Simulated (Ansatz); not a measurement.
Sr2ScSbO6 (P2₁/c, No. 14; cell taken from a computed entry) was calculated with PBEsol (Ansatz, a first-principles code, PAW).

The input as run:

Ansatz 0.2 input:
```yaml
crystal:
  lattice:
    - [5.6776759577, 0.0, -0.0003198771]
    - [0.0, 5.6777488072, 0.0]
    - [-5.6682524507, 0.0, 8.01467502]
  atoms:
    - { symbol: Sr, position: [0.7550916148, 0.4780573731, 0.2501905911] }
    - { symbol: Sr, position: [0.2449083852, 0.5219426269, 0.7498094089] }
    - { symbol: Sr, position: [0.2449083852, 0.9780573731, 0.2498094089] }
    - { symbol: Sr, position: [0.7550916148, 0.0219426269, 0.7501905911] }
    - { symbol: Sc, position: [0.5, 0.5, 0.5] }
    - { symbol: Sc, position: [0.5, 0.0, 0.0] }
    - { symbol: Sb, position: [0.0, 0.0, 0.5] }
    - { symbol: Sb, position: [0.0, 0.5, 0.0] }
    - { symbol: O, position: [0.2380991301, 0.2181694175, 0.4675566303] }
    - { symbol: O, position: [0.7619008699, 0.7818305825, 0.5324433697] }
    - { symbol: O, position: [0.7619008699, 0.7181694175, 0.0324433697] }
    - { symbol: O, position: [0.2380991301, 0.2818305825, 0.9675566303] }
    - { symbol: O, position: [0.8158965384, 0.228261148, 0.0327169844] }
    - { symbol: O, position: [0.1841034616, 0.771738852, 0.9672830156] }
    - { symbol: O, position: [0.1841034616, 0.728261148, 0.4672830156] }
    - { symbol: O, position: [0.8158965384, 0.271738852, 0.5327169844] }
    - { symbol: O, position: [0.6938811586, 0.0102807202, 0.2557559398] }
    - { symbol: O, position: [0.3061188414, 0.9897192798, 0.7442440602] }
    - { symbol: O, position: [0.3061188414, 0.5102807202, 0.2442440602] }
    - { symbol: O, position: [0.6938811586, 0.4897192798, 0.7557559398] }
basis:
  ecutwfc: 520
  ecutrho_ratio: 4
  xc_grid: 2
kpoints:
  mp_grid: { grid: [8, 6, 4] }
  band_path:
    path:
      - [0.0, 0.0, 0.0]
      - [0.0, 0.1, 0.0]
      - [0.0, 0.2, 0.0]
      - [0.0, 0.3, 0.0]
      - [0.0, 0.4, 0.0]
      - [0.0, 0.5, 0.0]
      - [0.0, 0.5, 0.166667]
      - [0.0, 0.5, 0.333333]
      - [0.0, 0.5, 0.5]
      - [0.0, 0.4, 0.5]
      - [0.0, 0.3, 0.5]
      - [0.0, 0.2, 0.5]
      - [0.0, 0.1, 0.5]
      - [0.0, 0.0, 0.5]
      - [0.0, 0.0, 0.333333]
      - [0.0, 0.0, 0.166667]
      - [-0.1, 0.0, 0.1]
      - [-0.2, 0.0, 0.2]
      - [-0.3, 0.0, 0.3]
      - [-0.4, 0.0, 0.4]
      - [-0.5, 0.0, 0.5]
      - [-0.5, 0.1, 0.5]
      - [-0.5, 0.2, 0.5]
      - [-0.5, 0.3, 0.5]
      - [-0.5, 0.4, 0.5]
      - [-0.5, 0.5, 0.5]
      - [-0.4, 0.5, 0.4]
      - [-0.3, 0.5, 0.3]
      - [-0.2, 0.5, 0.2]
      - [-0.1, 0.5, 0.1]
      - [-0.083333, 0.5, 0.0]
      - [-0.166667, 0.5, 0.0]
      - [-0.25, 0.5, 0.0]
      - [-0.333333, 0.5, 0.0]
      - [-0.416667, 0.5, 0.0]
      - [-0.5, 0.5, 0.0]
      - [-0.5, 0.4, 0.0]
      - [-0.5, 0.3, 0.0]
      - [-0.5, 0.2, 0.0]
      - [-0.5, 0.1, 0.0]
      - [-0.5, 0.0, 0.0]
      - [-0.416667, 0.0, 0.0]
      - [-0.333333, 0.0, 0.0]
      - [-0.25, 0.0, 0.0]
      - [-0.166667, 0.0, 0.0]
      - [-0.083333, 0.0, 0.0]
    npoints: 1
hamiltonian:
  xc: pbesol
  dispersion: none
  pseudopotentials: { kind: paw }
scf:
  occupations: { method: fermi_dirac, width: 0.01 }
  convergence: { dr2_threshold: 0.000000002 }
output:
  forces: true
  stress: true
  eigenvalues: true
  write_bands: true
```

Output (set-up and result lines):

```
Crystal: 20 atoms, lattice volume = 258.354 Å³
Basis set: ecut = 520 eV, 6969 PW (Γ), exchange–correlation on 90×90×150 points (8 copies of the dense FFT grid, shifted against one another)
Bands: 102, of which v1, the nominal top of the filled ones, is band 82 counted from 1 (81 counted from 0)
Symmetry: 4 space group operations
Space group: P21/c (ITA 14), of the structure as read, at distance tolerance 6.4e-5 Å
k-points: 72 of 192
Functional: x = pbesol(κ = 0.804, μ = 0.12345679012345678), c = pbesol(β = 0.046)
SCF iter   1: F=—  HF=-37763.059577 eV  |F-HF|=—  |Δ(HF+E_count)|=         —  Δρ=1.54e-2  dr2=5.15e-1
SCF iter   2: F=—  HF=-37762.933597 eV  |F-HF|=—  |Δ(HF+E_count)|=   1.26e-1  Δρ=3.81e-3  dr2=2.13e-2
  ...
SCF iter   8: F=—  HF=-37762.928004 eV  |F-HF|=—  |Δ(HF+E_count)|=   4.21e-8  Δρ=3.22e-6  dr2=2.16e-8
SCF iter   9: F=-37762.928004 eV  HF=-37762.928004 eV  |F-HF|=3.42e-10  |Δ(HF+E_count)|=   2.90e-9  Δρ=6.55e-7  dr2=9.15e-10
SCF 1 converged in 9 iterations: F = -37762.928004 eV  dr2 = 9.15e-10
SCF converged after 9 iterations
Free energy (F): -37762.928004 eV
Internal energy: -37762.928004 eV  (E = F + TS)
E sigma→0 (E₀):  -37762.928004 eV
Fermi energy:    10.999949 eV
--- Forces (eV/Å), atoms counted from 1 ---
  atom   1  Sr     0.00008448     0.00007881     0.00001261
  atom   2  Sr    -0.00008448    -0.00007881    -0.00001261
  atom   3  Sr    -0.00008448     0.00007881    -0.00001261
  atom   4  Sr     0.00008448    -0.00007881     0.00001261
  atom   5  Sc     0.00000000     0.00000000     0.00000000
  atom   6  Sc     0.00000000    -0.00000000     0.00000000
  atom   7  Sb     0.00000000     0.00000000     0.00000000
  atom   8  Sb     0.00000000     0.00000000    -0.00000000
  atom   9  O      0.00055930     0.00052906    -0.00001607
  atom  10  O     -0.00055930    -0.00052906     0.00001607
  atom  11  O     -0.00055930     0.00052906     0.00001607
  atom  12  O      0.00055930    -0.00052906    -0.00001607
  atom  13  O     -0.00024051     0.00016401    -0.00005099
  atom  14  O      0.00024051    -0.00016401     0.00005099
  atom  15  O      0.00024051     0.00016401     0.00005099
  atom  16  O     -0.00024051    -0.00016401    -0.00005099
  atom  17  O     -0.00020139     0.00007010    -0.00012846
  atom  18  O      0.00020139    -0.00007010     0.00012846
  atom  19  O      0.00020139     0.00007010     0.00012846
  atom  20  O     -0.00020139    -0.00007010    -0.00012846
--- Stress (GPa, compression-positive) ---
        0.006155       0.000000      -0.000713
        0.000000       0.004726      -0.000000
       -0.000713      -0.000000       0.002421
  P = ⅓ Tr σ = 0.0044 GPa (0.044 kbar)
```

The PAW data were made under PBE.
